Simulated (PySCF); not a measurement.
SMILES CC[CH2] (C3H7), doublet (PBE0/def2-SVP optimised geometry):

```
10

C      1.323     0.393     0.000
C     -0.162     0.393     0.000
C     -0.785    -0.382    -1.154
H      1.884     1.107     0.609
H      1.883    -0.414    -0.482
H     -0.535    -0.029     0.959
H     -0.534     1.434     0.000
H     -0.491     0.048    -2.125
H     -1.884    -0.374    -1.101
H     -0.459    -1.434    -1.147
```

Method: unrestricted PBE0/def2-TZVP (PySCF 2.14.0).

### Question
What are the frontier orbital energies (α orbitals alone; a β orbital can be the lowest empty one) and the dipole moment?

### Answer
HOMO-2 -9.89 eV, HOMO-1 -9.65 eV, HOMO -5.91 eV, LUMO 1.41 eV, LUMO+1 2.40 eV; dipole moment 0.33 D.

Meta-Löwdin charges at PBE0/def2-TZVP: C1 -0.27, C2 -0.19, C3 -0.34, H4 0.12, H5 0.12, H6 0.11, H7 0.11, H8 0.11, H9 0.11, H10 0.11.
